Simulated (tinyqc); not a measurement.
Worked calculation (part 1 of 2): UKS/PBE0 in the sto-3g basis, for CH, spin multiplicity 4. Computed by tinyqc, a small Python program that keeps every step (integrals from PySCF). Settings: charge = 0, multiplicity = 4, basis = sto-3g, energy threshold = 1e-09, iteration cap = 67, orthogonalisation = canonical, start = highest core orbitals, DIIS depth = 4, DIIS from iteration = 3, method = UKS, functional = pbe0, grid = [10, 50]. Command: `OMP_NUM_THREADS=1 python tinyqc.py 23578 23579 out.jsonl` (the two numbers bound the seeds that draw the settings). One thread of a shared host (Intel(R) Xeon(R) Processor @ 2.60GHz), about 2 s of CPU time with the checks. Later iterations appear only in the table of the cycle.

## One-electron integrals

Geometry (angstrom):
```
atom         x         y         z
C     0.000000  0.000000  0.000000
H     0.000000  0.000000  1.181000
```

Basis sto-3g: exponents (1/bohr^2) and contraction coefficients of normalised primitives:
```
element  l (shell)   exponent  coefficient
C            s (1)  71.616837     0.154329
C            s (1)  13.045096     0.535328
C            s (1)   3.530512     0.444635
C            s (2)   2.941249    -0.099967
C            s (2)   0.683483     0.399513
C            s (2)   0.222290     0.700115
C            p (3)   2.941249     0.155916
C            p (3)   0.683483     0.607684
C            p (3)   0.222290     0.391957
H            s (1)   3.425251     0.154329
H            s (1)   0.623914     0.535328
H            s (1)   0.168855     0.444635
```

Overlap, kinetic and nuclear-attraction integrals over the contracted functions; the nuclear repulsion is the sum of Za Zb / Rab.

nuclear repulsion = 2.68845323 hartree

overlap S, order 1C 1s, 1C 2s, 1C 2px, 1C 2py, 1C 2pz, 2H 1s:
```
[[1.000000, 0.248362, 0.000000, 0.000000, 0.000000, 0.050381],
 [0.248362, 1.000000, 0.000000, 0.000000, 0.000000, 0.439702],
 [0.000000, 0.000000, 1.000000, 0.000000, 0.000000, 0.000000],
 [0.000000, 0.000000, 0.000000, 1.000000, 0.000000, 0.000000],
 [0.000000, 0.000000, 0.000000, 0.000000, 1.000000, 0.434490],
 [0.050381, 0.439702, 0.000000, 0.000000, 0.434490, 1.000000]]
```

kinetic energy T (hartree), order 1C 1s, 1C 2s, 1C 2px, 1C 2py, 1C 2pz, 2H 1s:
```
[[15.891122, -0.085890, 0.000000, 0.000000, 0.000000, -0.012207],
 [-0.085890, 0.472250, 0.000000, 0.000000, 0.000000, 0.079593],
 [0.000000, 0.000000, 1.477728, 0.000000, 0.000000, 0.000000],
 [0.000000, 0.000000, 0.000000, 1.477728, 0.000000, 0.000000],
 [0.000000, 0.000000, 0.000000, 0.000000, 1.477728, 0.208405],
 [-0.012207, 0.079593, 0.000000, 0.000000, 0.208405, 0.760032]]
```

nuclear attraction V (hartree), order 1C 1s, 1C 2s, 1C 2px, 1C 2py, 1C 2pz, 2H 1s:
```
[[-34.100817, -4.303514, 0.000000, 0.000000, -0.014427, -0.888081],
 [-4.303514, -5.629531, 0.000000, 0.000000, -0.153330, -2.077134],
 [0.000000, 0.000000, -5.551614, 0.000000, 0.000000, 0.000000],
 [0.000000, 0.000000, 0.000000, -5.551614, 0.000000, 0.000000],
 [-0.014427, -0.153330, 0.000000, 0.000000, -5.660055, -1.924329],
 [-0.888081, -2.077134, 0.000000, 0.000000, -1.924329, -3.874631]]
```

core Hamiltonian H = T + V (hartree), order 1C 1s, 1C 2s, 1C 2px, 1C 2py, 1C 2pz, 2H 1s:
```
[[-18.209695, -4.389404, 0.000000, 0.000000, -0.014427, -0.900288],
 [-4.389404, -5.157281, 0.000000, 0.000000, -0.153330, -1.997541],
 [0.000000, 0.000000, -4.073886, 0.000000, 0.000000, 0.000000],
 [0.000000, 0.000000, 0.000000, -4.073886, 0.000000, 0.000000],
 [-0.014427, -0.153330, 0.000000, 0.000000, -4.182327, -1.715924],
 [-0.900288, -1.997541, 0.000000, 0.000000, -1.715924, -3.114600]]
```

## Two-electron integrals

Functions are numbered as in S; the eight-fold symmetry (ij|kl) = (ji|kl) = (kl|ij) leaves the list below.

Two-electron integrals (ij|kl) in chemists' order, unique and non-zero (hartree):
```
(11|11) 3.541948   (21|11) 0.576921   (21|21) 0.111888   (22|11) 0.854682
(22|21) 0.205284   (22|22) 0.624709   (31|31) 0.020296   (32|31) 0.030858
(32|32) 0.137996   (33|11) 0.852436   (33|21) 0.205335   (33|22) 0.624568
(33|33) 0.672833   (41|41) 0.020296   (42|41) 0.030858   (42|42) 0.137996
(43|43) 0.036269   (44|11) 0.852436   (44|21) 0.205335   (44|22) 0.624568
(44|33) 0.600295   (44|44) 0.672833   (51|51) 0.020296   (52|51) 0.030858
(52|52) 0.137996   (53|53) 0.036269   (54|54) 0.036269   (55|11) 0.852436
(55|21) 0.205335   (55|22) 0.624568   (55|33) 0.600295   (55|44) 0.600295
(55|55) 0.672833   (61|11) 0.117673   (61|21) 0.022690   (61|22) 0.041573
(61|33) 0.041430   (61|44) 0.041430   (61|51) 0.001382   (61|52) 0.002578
(61|55) 0.041872   (61|61) 0.004704   (62|11) 0.288022   (62|21) 0.070132
(62|22) 0.235535   (62|33) 0.229832   (62|44) 0.229832   (62|51) 0.006676
(62|52) 0.046427   (62|55) 0.246717   (62|61) 0.014844   (62|62) 0.117375
(63|31) 0.007059   (63|32) 0.037452   (63|53) 0.009027   (63|63) 0.014251
(64|41) 0.007059   (64|42) 0.037452   (64|54) 0.009027   (64|64) 0.014251
(65|11) 0.247623   (65|21) 0.061065   (65|22) 0.217458   (65|33) 0.206518
(65|44) 0.206518   (65|51) 0.012115   (65|52) 0.077152   (65|55) 0.239103
(65|61) 0.013519   (65|62) 0.128678   (65|65) 0.152761   (66|11) 0.440863
(66|21) 0.109175   (66|22) 0.417255   (66|33) 0.395190   (66|44) 0.395190
(66|51) 0.012914   (66|52) 0.121089   (66|55) 0.460867   (66|61) 0.023430
(66|62) 0.264510   (66|65) 0.320052   (66|66) 0.774606
```

## Orthogonalisation

S = U s U^T; canonical form X = U s^(-1/2), so that X^T S X = 1. Each column of U has its largest component positive (the first on a tie).

eigenvalues of S: [0.367692, 0.818314, 1.000000, 1.000000, 1.153456, 1.660538]

X, order 1C 1s, 1C 2s, 1C 2px, 1C 2py, 1C 2pz, 2H 1s:
```
[[0.257816, 0.780634, 0.000000, 0.000000, 0.597694, 0.197590],
 [-0.884999, -0.525679, 0.000000, 0.000000, 0.408837, 0.420120],
 [0.000000, 0.000000, -0.576203, 0.817307, 0.000000, 0.000000],
 [0.000000, 0.000000, 0.817307, 0.576203, 0.000000, 0.000000],
 [-0.774443, 0.535019, 0.000000, 0.000000, -0.551889, 0.341727],
 [1.127037, -0.223723, 0.000000, 0.000000, -0.194919, 0.519514]]
```

Within a degenerate level the vectors are fixed only up to a rotation; this is one choice.

## Starting guess

The start is the highest orbitals of the core Hamiltonian (a deliberately bad start); D(s) = C_occ C_occ^T for each spin.

D(alpha) at the start, order 1C 1s, 1C 2s, 1C 2px, 1C 2py, 1C 2pz, 2H 1s:
```
[[0.066620, -0.298987, 0.000000, 0.000000, -0.043454, 0.098004],
 [-0.298987, 1.403063, 0.000000, 0.000000, 0.322056, -0.741203],
 [0.000000, 0.000000, 1.000000, 0.000000, 0.000000, 0.000000],
 [0.000000, 0.000000, 0.000000, 1.000000, 0.000000, 0.000000],
 [-0.043454, 0.322056, 0.000000, 0.000000, 1.307364, -0.707413],
 [0.098004, -0.741203, 0.000000, 0.000000, -0.707413, 1.628136]]
```

D(beta) at the start, order 1C 1s, 1C 2s, 1C 2px, 1C 2py, 1C 2pz, 2H 1s:
```
[[0.002545, -0.023579, 0.000000, 0.000000, -0.021062, 0.063491],
 [-0.023579, 0.218454, 0.000000, 0.000000, 0.195129, -0.588223],
 [0.000000, 0.000000, 0.833960, 0.372117, 0.000000, 0.000000],
 [0.000000, 0.000000, 0.372117, 0.166040, 0.000000, 0.000000],
 [-0.021062, 0.195129, 0.000000, 0.000000, 0.174295, -0.525417],
 [0.063491, -0.588223, 0.000000, 0.000000, -0.525417, 1.583882]]
```

## Iteration 1: exchange-correlation on the grid

Becke grid with 10 radial and 50 angular points per atom, points of zero weight dropped. rho = sum D_ij phi_i phi_j; V_xc,ij = sum w v_xc phi_i phi_j plus the gradient terms; v_xc is d(rho eps)/d rho(s) for spin s at fixed gradient. Exact exchange is left to K.

The 16 grid points with the largest w rho, of 993 (bohr, atomic units):
```
x                  y          z         w  rho(alpha)  rho(beta)     eps_xc  v_xc(alpha)
-1.029048  -1.029048   0.000000  0.469865    0.096660   0.062074  -0.359464    -0.474114
1.029048    1.029048   0.000000  0.469865    0.096660   0.062074  -0.359464    -0.474114
1.316362    0.438787   0.438787  0.416073    0.099378   0.064953  -0.363108    -0.478095
-1.316362  -0.438787   0.438787  0.416073    0.099378   0.064953  -0.363108    -0.478095
-1.316362  -0.438787  -0.438787  0.420173    0.094384   0.063013  -0.358018    -0.471428
1.316362    0.438787  -0.438787  0.420173    0.094384   0.063013  -0.358018    -0.471428
-0.840214  -0.840214  -0.840214  0.439355    0.094223   0.040683  -0.348820    -0.464192
0.840214    0.840214  -0.840214  0.439355    0.094223   0.040683  -0.348820    -0.464192
-1.029048   0.000000  -1.029048  0.470207    0.094974   0.029597  -0.346986    -0.460748
1.029048    0.000000  -1.029048  0.470207    0.094974   0.029597  -0.346986    -0.460748
0.840214    0.840214   0.840214  0.408501    0.098825   0.041648  -0.354335    -0.468415
-0.840214  -0.840214   0.840214  0.408501    0.098825   0.041648  -0.354335    -0.468415
1.316362   -0.438787   0.438787  0.416073    0.099378   0.036623  -0.353027    -0.468863
-1.316362   0.438787   0.438787  0.416073    0.099378   0.036623  -0.353027    -0.468863
0.438787    1.316362   0.438787  0.416073    0.099378   0.031053  -0.352032    -0.466482
-0.438787  -1.316362   0.438787  0.416073    0.099378   0.031053  -0.352032    -0.466482
```

electrons on the grid, sum of w rho = 7.001778

E_xc = sum of w rho eps_xc = -2.51486657 hartree

V_xc(alpha) (hartree), order 1C 1s, 1C 2s, 1C 2px, 1C 2py, 1C 2pz, 2H 1s:
```
[[-0.721271, -0.153390, 0.000000, 0.000000, 0.001572, -0.031230],
 [-0.153390, -0.479743, 0.000000, 0.000000, -0.010280, -0.192796],
 [0.000000, 0.000000, -0.478396, -0.000491, 0.000000, 0.000000],
 [0.000000, 0.000000, -0.000491, -0.477532, 0.000000, 0.000000],
 [0.001572, -0.010280, 0.000000, 0.000000, -0.490330, -0.192097],
 [-0.031230, -0.192796, 0.000000, 0.000000, -0.192097, -0.437926]]
```

V_xc(beta) (hartree), order 1C 1s, 1C 2s, 1C 2px, 1C 2py, 1C 2pz, 2H 1s:
```
[[-0.434585, -0.119407, 0.000000, 0.000000, 0.002178, -0.023780],
 [-0.119407, -0.359854, 0.000000, 0.000000, -0.013249, -0.157632],
 [0.000000, 0.000000, -0.401516, -0.032753, 0.000000, 0.000000],
 [0.000000, 0.000000, -0.032753, -0.339172, 0.000000, 0.000000],
 [0.002178, -0.013249, 0.000000, 0.000000, -0.345091, -0.163783],
 [-0.023780, -0.157632, 0.000000, 0.000000, -0.163783, -0.417810]]
```

## Iteration 1: building the Kohn-Sham matrix

J_ij = sum D_kl (ij|kl) with D = D(alpha) + D(beta), K_ij = sum D_kl (ik|jl) for each spin; F = H + J - 0.25 K(s) + V_xc; E = tr D H + tr D J / 2 - 0.125 sum_s tr D(s) K(s) + E_xc + E_nn.

Coulomb J (hartree), order 1C 1s, 1C 2s, 1C 2px, 1C 2py, 1C 2pz, 2H 1s:
```
[[5.156703, 1.241798, 0.000000, 0.000000, 0.023602, 0.253710],
 [1.241798, 3.929988, 0.000000, 0.000000, 0.214859, 1.683858],
 [0.000000, 0.000000, 3.925037, 0.026992, 0.000000, 0.000000],
 [0.000000, 0.000000, 0.026992, 3.876588, 0.000000, 0.000000],
 [0.023602, 0.214859, 0.000000, 0.000000, 3.985341, 1.695991],
 [0.253710, 1.683858, 0.000000, 0.000000, 1.695991, 3.631835]]
```

exchange K(alpha) (hartree), order 1C 1s, 1C 2s, 1C 2px, 1C 2py, 1C 2pz, 2H 1s:
```
[[0.110227, 0.104803, 0.000000, 0.000000, -0.000807, 0.025486],
 [0.104803, 1.007613, 0.000000, 0.000000, 0.026769, 0.426427],
 [0.000000, 0.000000, 0.889331, 0.000000, 0.000000, 0.000000],
 [0.000000, 0.000000, 0.000000, 0.889331, 0.000000, 0.000000],
 [-0.000807, 0.026769, 0.000000, 0.000000, 0.927124, 0.399533],
 [0.025486, 0.426427, 0.000000, 0.000000, 0.399533, 0.886873]]
```

exchange K(beta) (hartree), order 1C 1s, 1C 2s, 1C 2px, 1C 2py, 1C 2pz, 2H 1s:
```
[[0.024333, 0.032427, 0.000000, 0.000000, -0.000874, 0.004000],
 [0.032427, 0.158055, 0.000000, 0.000000, 0.026547, 0.131042],
 [0.000000, 0.000000, 0.572123, 0.236876, 0.000000, 0.000000],
 [0.000000, 0.000000, 0.236876, 0.146950, 0.000000, 0.000000],
 [-0.000874, 0.026547, 0.000000, 0.000000, 0.083754, 0.161961],
 [0.004000, 0.131042, 0.000000, 0.000000, 0.161961, 0.697834]]
```

F(alpha) (hartree), order 1C 1s, 1C 2s, 1C 2px, 1C 2py, 1C 2pz, 2H 1s:
```
[[-13.801819, -3.327196, 0.000000, 0.000000, 0.010949, -0.684180],
 [-3.327196, -1.958939, 0.000000, 0.000000, 0.044557, -0.613086],
 [0.000000, 0.000000, -0.849577, 0.026501, 0.000000, 0.000000],
 [0.000000, 0.000000, 0.026501, -0.897163, 0.000000, 0.000000],
 [0.010949, 0.044557, 0.000000, 0.000000, -0.919097, -0.311913],
 [-0.684180, -0.613086, 0.000000, 0.000000, -0.311913, -0.142409]]
```

F(beta) (hartree), order 1C 1s, 1C 2s, 1C 2px, 1C 2py, 1C 2pz, 2H 1s:
```
[[-13.493660, -3.275120, 0.000000, 0.000000, 0.011572, -0.671358],
 [-3.275120, -1.626661, 0.000000, 0.000000, 0.041643, -0.504076],
 [0.000000, 0.000000, -0.693396, -0.064980, 0.000000, 0.000000],
 [0.000000, 0.000000, -0.064980, -0.573207, 0.000000, 0.000000],
 [0.011572, 0.041643, 0.000000, 0.000000, -0.563016, -0.224206],
 [-0.671358, -0.504076, 0.000000, 0.000000, -0.224206, -0.075034]]
```

total energy of this density = -13.27198167 hartree

## Iteration 1: diagonalisation and new density

Diagonalise F' = X^T F X, C = X C', fill 5 alpha and 2 beta electrons from the bottom; D(s) = C_occ C_occ^T. Each column has its largest component positive (the first on a tie).

F' = X^T F X (alpha) (hartree):
```
[[-0.238886, -1.093644, 0.000000, 0.000000, -1.037101, 0.130815],
 [-1.093644, -6.337986, 0.000000, 0.000000, -5.565640, -2.672247],
 [0.000000, 0.000000, -0.906324, -0.013506, 0.000000, 0.000000],
 [0.000000, 0.000000, -0.013506, -0.840415, 0.000000, 0.000000],
 [-1.037101, -5.565640, 0.000000, 0.000000, -7.006681, -3.041889],
 [0.130815, -2.672247, 0.000000, 0.000000, -3.041889, -2.087317]]
```

orbital energies (alpha) (hartree): [-13.802871, -1.241694, -0.920848, -0.908984, -0.837755, 0.294543]

coefficients C (alpha), order 1C 1s, 1C 2s, 1C 2px, 1C 2py, 1C 2pz, 2H 1s:
```
[[1.002373, -0.249546, -0.034274, 0.000000, 0.000000, 0.062752],
 [-0.010659, 1.049679, 0.166836, 0.000000, 0.000000, -0.522911],
 [0.000000, 0.000000, 0.000000, -0.407393, 0.913253, 0.000000],
 [0.000000, 0.000000, 0.000000, 0.913253, 0.407393, 0.000000],
 [-0.002854, -0.096222, 1.033660, 0.000000, 0.000000, -0.479214],
 [0.004622, -0.057109, -0.100561, 0.000000, 0.000000, 1.270731]]
```

F' = X^T F X (beta) (hartree):
```
[[-0.050131, -1.049077, 0.000000, 0.000000, -0.959672, -0.028934],
 [-1.049077, -5.993492, 0.000000, 0.000000, -5.597551, -2.646767],
 [0.000000, 0.000000, -0.551908, 0.034769, 0.000000, 0.000000],
 [0.000000, 0.000000, 0.034769, -0.714694, 0.000000, 0.000000],
 [-0.959672, -5.597551, 0.000000, 0.000000, -6.705177, -3.018065],
 [-0.028934, -2.646767, 0.000000, 0.000000, -3.018065, -1.867620]]
```

orbital energies (beta) (hartree): [-13.494277, -0.891865, -0.721809, -0.558150, -0.544793, 0.327870]

coefficients C (beta), order 1C 1s, 1C 2s, 1C 2px, 1C 2py, 1C 2pz, 2H 1s:
```
[[1.001808, -0.250048, 0.000000, -0.029844, 0.000000, 0.071437],
 [-0.008128, 1.037224, 0.000000, 0.128537, 0.000000, -0.557485],
 [0.000000, 0.000000, 0.916234, 0.000000, -0.400644, 0.000000],
 [0.000000, 0.000000, 0.400644, 0.000000, 0.916234, 0.000000],
 [-0.002483, -0.108687, 0.000000, 0.996433, 0.000000, -0.550151],
 [0.003697, -0.027913, 0.000000, -0.008671, 0.000000, 1.275651]]
```

D(alpha) after iteration 1, order 1C 1s, 1C 2s, 1C 2px, 1C 2py, 1C 2pz, 2H 1s:
```
[[1.068200, -0.278346, 0.000000, 0.000000, -0.014277, 0.022331],
 [-0.278346, 1.129774, 0.000000, 0.000000, 0.071480, -0.076773],
 [0.000000, 0.000000, 1.000000, 0.000000, 0.000000, 0.000000],
 [0.000000, 0.000000, 0.000000, 1.000000, 0.000000, 0.000000],
 [-0.014277, 0.071480, 0.000000, 0.000000, 1.077719, -0.098464],
 [0.022331, -0.076773, 0.000000, 0.000000, -0.098464, 0.013395]]
```

D(beta) after iteration 1, order 1C 1s, 1C 2s, 1C 2px, 1C 2py, 1C 2pz, 2H 1s:
```
[[1.066144, -0.267498, 0.000000, 0.000000, 0.024690, 0.010684],
 [-0.267498, 1.075899, 0.000000, 0.000000, -0.112713, -0.028982],
 [0.000000, 0.000000, 0.000000, 0.000000, 0.000000, 0.000000],
 [0.000000, 0.000000, 0.000000, 0.000000, 0.000000, 0.000000],
 [0.024690, -0.112713, 0.000000, 0.000000, 0.011819, 0.003025],
 [0.010684, -0.028982, 0.000000, 0.000000, 0.003025, 0.000793]]
```

## Iteration 2: exchange-correlation on the grid

As before.

The 16 grid points with the largest w rho, of 993 (bohr, atomic units):
```
x                  y          z         w  rho(alpha)  rho(beta)     eps_xc  v_xc(alpha)
-1.029048   0.000000  -1.029048  0.470207    0.094320   0.031107  -0.344531    -0.460351
0.000000    1.029048  -1.029048  0.470207    0.094320   0.031107  -0.344531    -0.460351
0.000000   -1.029048  -1.029048  0.470207    0.094320   0.031107  -0.344531    -0.460351
1.029048    0.000000  -1.029048  0.470207    0.094320   0.031107  -0.344531    -0.460351
-1.029048   1.029048   0.000000  0.469865    0.094827   0.024214  -0.343770    -0.457596
-1.029048  -1.029048   0.000000  0.469865    0.094827   0.024214  -0.343770    -0.457596
1.029048    1.029048   0.000000  0.469865    0.094827   0.024214  -0.343770    -0.457596
1.029048   -1.029048   0.000000  0.469865    0.094827   0.024214  -0.343770    -0.457596
-0.840214   0.840214  -0.840214  0.439355    0.094090   0.029789  -0.343986    -0.459391
-0.840214  -0.840214  -0.840214  0.439355    0.094090   0.029789  -0.343986    -0.459391
0.840214    0.840214  -0.840214  0.439355    0.094090   0.029789  -0.343986    -0.459391
0.840214   -0.840214  -0.840214  0.439355    0.094090   0.029789  -0.343986    -0.459391
-0.438787   0.438787  -1.316362  0.420184    0.094986   0.033163  -0.345725    -0.462260
-0.438787  -0.438787  -1.316362  0.420184    0.094986   0.033163  -0.345725    -0.462260
0.438787    0.438787  -1.316362  0.420184    0.094986   0.033163  -0.345725    -0.462260
0.438787   -0.438787  -1.316362  0.420184    0.094986   0.033163  -0.345725    -0.462260
```

electrons on the grid, sum of w rho = 6.985493

E_xc = sum of w rho eps_xc = -4.48617395 hartree

V_xc(alpha) (hartree), order 1C 1s, 1C 2s, 1C 2px, 1C 2py, 1C 2pz, 2H 1s:
```
[[-1.721974, -0.256317, 0.000000, 0.000000, -0.000155, -0.052731],
 [-0.256317, -0.483972, 0.000000, 0.000000, 0.002128, -0.161963],
 [0.000000, 0.000000, -0.483549, 0.000000, 0.000000, 0.000000],
 [0.000000, 0.000000, 0.000000, -0.483549, 0.000000, 0.000000],
 [-0.000155, 0.002128, 0.000000, 0.000000, -0.481140, -0.138602],
 [-0.052731, -0.161963, 0.000000, 0.000000, -0.138602, -0.207642]]
```

V_xc(beta) (hartree), order 1C 1s, 1C 2s, 1C 2px, 1C 2py, 1C 2pz, 2H 1s:
```
[[-1.692680, -0.238785, 0.000000, 0.000000, 0.001255, -0.048923],
 [-0.238785, -0.374778, 0.000000, 0.000000, 0.018831, -0.118540],
 [0.000000, 0.000000, -0.374000, 0.000000, 0.000000, 0.000000],
 [0.000000, 0.000000, 0.000000, -0.374000, 0.000000, 0.000000],
 [0.001255, 0.018831, 0.000000, 0.000000, -0.370411, -0.095802],
 [-0.048923, -0.118540, 0.000000, 0.000000, -0.095802, -0.147166]]
```
